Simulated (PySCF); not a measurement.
Isomers of C3H4ClN, one GFN2-xTB conformer each. Single-point energies are computed at PBE0/pcSseg-1 (PySCF, gas phase, no added dispersion term), electronic only.

```
         SMILES  GFN2-xTB relative energy (kJ/mol)
[H]/N=C\C(=C)Cl                               51.3
     C=N/C=C/Cl                               44.9
 C[C@@H](Cl)C#N                                0.0
        N#CCCCl                                0.1
```

Conformers: `[H]/[N:5]=[CH:4]\[C:2](=[CH2:1])[Cl:3]` with C1–C2–C4–N5 180°; `[CH2:1]=[N:2]/[CH:3]=[CH:4]/[Cl:5]` with C1–N2–C3–C4 48°; `[N:1]#[C:2][CH2:3][CH2:4][Cl:5]` with C2–C3–C4–Cl5 180°.

Task: What does PBE0/pcSseg-1 give for the same structures?

Result: 
| SMILES | PBE0/pcSseg-1 E (Eh) | PBE0/pcSseg-1 (kJ/mol) | GFN2-xTB (kJ/mol) | point group |
| --- | --- | --- | --- | --- |
| N#CCCCl | -631.26433 | 0.0 | 0.1 | Cs |
| C[C@@H](Cl)C#N | -631.25932 | 13.1 | 0.0 | C1 |
| [H]/N=C\C(=C)Cl | -631.23781 | 69.6 | 51.3 | Cs |
| C=N/C=C/Cl | -631.22301 | 108.5 | 44.9 | C1 |

GFN2-xTB puts C[C@@H](Cl)C#N lowest instead; measured from each level's own lowest isomer, the values differ by up to 63.6 kJ/mol (C=N/C=C/Cl: 44.9 against 108.5). As drawn, the lowest has a C≡N group, which the highest lacks; the highest has a C=N bond and a C=C bond outside aromatic rings, which the lowest lacks.

Task: Which frontier levels, dipoles and rotational constants go with these structures?

Result: 
```json
{"SMILES": "N#CCCCl", "HOMO (eV, PBE0/pcSseg-1)": "-9.05", "LUMO (eV)": "-0.24", "dipole (D)": "1.90", "A, B, C (MHz)": "27214, 1521, 1468"}
{"SMILES": "C[C@@H](Cl)C#N", "HOMO (eV, PBE0/pcSseg-1)": "-9.19", "LUMO (eV)": "-0.86", "dipole (D)": "3.69", "A, B, C (MHz)": "5848, 3166, 2196"}
{"SMILES": "[H]/N=C\\C(=C)Cl", "HOMO (eV, PBE0/pcSseg-1)": "-7.91", "LUMO (eV)": "-1.72", "dipole (D)": "2.42", "A, B, C (MHz)": "5512, 3850, 2267"}
{"SMILES": "C=N/C=C/Cl", "HOMO (eV, PBE0/pcSseg-1)": "-6.81", "LUMO (eV)": "-1.37", "dipole (D)": "2.09", "A, B, C (MHz)": "24155, 1678, 1589"}
```

Task: As an exercise, what shares would exp(−E/RT) give at 500 K from these electronic energies alone (no entropy, no degeneracies)?

Result: RT = 4.157 kJ/mol: N#CCCCl 95.9 %, C[C@@H](Cl)C#N 4.1 %, [H]/N=C\C(=C)Cl under 0.1 %, C=N/C=C/Cl under 0.1 %.
